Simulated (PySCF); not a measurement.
# Basis-set dependence of population analyses: `CC(C)(C)C=O`

Compound: C5H10O.
Geometry (PBE0-D3(BJ)/def2-SVP, Å), atoms numbered from 1 in this order:
```xyz
16
C5H10O angstrom
C     -0.3047   -1.4701    0.0217
C     -0.0036    0.0308   -0.0668
C     -0.7082    0.7664    1.0792
C      1.4957    0.2949   -0.0535
C     -0.6149    0.5349   -1.3615
O     -0.0197    1.0679   -2.2571
H      0.2058   -2.0287   -0.7779
H     -1.3853   -1.6718   -0.0558
H      0.0401   -1.8683    0.9887
H     -0.5037    1.8477    1.0464
H     -0.3543    0.3824    2.0486
H     -1.8001    0.6231    1.0420
H      1.9919   -0.2051   -0.8977
H      1.7081    1.3705   -0.1400
H      1.9435   -0.0745    0.8819
H     -1.7250    0.3662   -1.4318
```

PBE0 throughout (PySCF), one geometry, spherical d and f functions. Isolated species at its PBE0-D3(BJ)/def2-SVP geometry, gas phase. Atoms taken as equivalent share a column and are averaged.

Mulliken charges (e):

```tsv
basis	functions	C1/C3/C4	C2	C5	O6	H7 (×9)	H16
pcSseg-0	74	-0.493	-0.800	+0.417	-0.447	+0.235	+0.198
cc-pVDZ	134	+0.002	-0.452	+0.243	-0.196	+0.045	-0.004
aug-cc-pVDZ	228	+1.091	-2.603	+1.004	-0.527	-0.105	-0.200
IGLO-III	310	-0.435	+0.257	+0.197	-0.396	+0.133	+0.048
cc-pVTZ	320	-0.288	+0.008	+0.128	-0.240	+0.102	+0.050
```

IAO charges (e):

```csv
basis,functions,C1/C3/C4,C2,C5,O6,H7 (×9),H16
pcSseg-0,74,-0.412,-0.027,+0.230,-0.348,+0.143,+0.090
cc-pVDZ,134,-0.410,+0.007,+0.264,-0.373,+0.139,+0.079
aug-cc-pVDZ,228,-0.421,+0.007,+0.272,-0.393,+0.143,+0.085
IGLO-III,310,-0.423,+0.004,+0.274,-0.395,+0.144,+0.086
cc-pVTZ,320,-0.423,+0.004,+0.274,-0.391,+0.144,+0.084
```

Hirshfeld charges (e):

```
      basis  functions  C1/C3/C4      C2      C5      O6  H7 (×9)     H16
   pcSseg-0         74    -0.105  +0.038  +0.131  -0.206   +0.036  +0.029
    cc-pVDZ        134    -0.109  +0.019  +0.132  -0.204   +0.039  +0.029
aug-cc-pVDZ        228    -0.120   0.000  +0.132  -0.218   +0.045  +0.040
   IGLO-III        310    -0.121  +0.003  +0.131  -0.219   +0.045  +0.040
    cc-pVTZ        320    -0.117  +0.009  +0.133  -0.216   +0.043  +0.036
```

Some averages cover members that differ in this geometry, most widely: C1/C3/C4, Mulliken in aug-cc-pVDZ +1.065 to +1.141; H7 (×9), Mulliken in aug-cc-pVDZ -0.143 to -0.083; C1/C3/C4, Mulliken in IGLO-III -0.454 to -0.396; C1/C3/C4, Mulliken in cc-pVDZ -0.007 to +0.021 e.

Task: Which scheme is steadiest as the basis changes?

Result: Largest range over the bases for any column: Hirshfeld 0.04 e, IAO 0.05 e, Mulliken 2.86 e. Hirshfeld and IAO charges move least and Mulliken charges most, counted in e.

Task: How much do the charges still move between the two largest bases, IGLO-III and cc-pVTZ?

Result: At most, over all atoms: Mulliken 0.249 e, IAO 0.005 e, Hirshfeld 0.006 e.

Task: What do the same runs give for the total energy, the frontier levels and the dipole moment?

Result: 
```tsv
basis	energy (Eh)	HOMO (eV)	LUMO (eV)	μ (D)
pcSseg-0	-270.8253	-7.28	-0.54	2.83
cc-pVDZ	-271.4638	-7.06	-0.33	2.51
aug-cc-pVDZ	-271.4818	-7.28	-0.69	2.80
IGLO-III	-271.5577	-7.31	-0.67	2.80
cc-pVTZ	-271.5430	-7.25	-0.55	2.69
```

The dipole is fixed by the density alone, so its range of 0.32 D shows that the density itself changes with the basis, not only its division among atoms.
